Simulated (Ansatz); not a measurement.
Molecule: H₂O, net charge 0, singlet state. 
Coordinates optimised at B3LYP-D3(BJ)/def2-TZVP (Ansatz, a program for electronic structure):
```xyz
3

O      0.0070     0.0013     0.1167
H     -0.0500     0.7593    -0.4742
H     -0.0062    -0.7700    -0.4592
```
Charge 0, spin multiplicity 1.

Wanted: atomisation energy (electronic, to ground-state atoms); the coupled-cluster value holds the core correlation from cc-pwCVTZ, in kcal/mol. Valence correlation only, unless marked. UHF or UKS for open shells. Spin-orbit coupling is left out. Non-relativistic. CBS(X,Y): correlation extrapolated as X^-3; Hartree-Fock from the larger set (for Q and 5 zeta extrapolated as (X+1)exp(-9√X)).

Level to compare with: CCSD(T)/CBS(cc-pVQZ,cc-pV5Z) plus the core term (Ansatz), 233.3 kcal/mol. It is a level with limits of its own, and the differences hold the functionals' basis error too.

Question: Rank these functionals by how close they come to CCSD(T)/CBS(cc-pVQZ,cc-pV5Z), closest first: wB97X-V/def2-TZVPD (Ansatz); PBE0/def2-TZVPD (Ansatz); LC-wPBE/def2-TZVPD (Ansatz).

Answer: wB97X-V/def2-TZVPD (range-separated hybrid with VV10, 228.7 kcal/mol, difference -4.6), LC-wPBE/def2-TZVPD (range-separated hybrid, 227.0 kcal/mol, difference -6.3), PBE0/def2-TZVPD (global hybrid, 225.6 kcal/mol, difference -7.7)
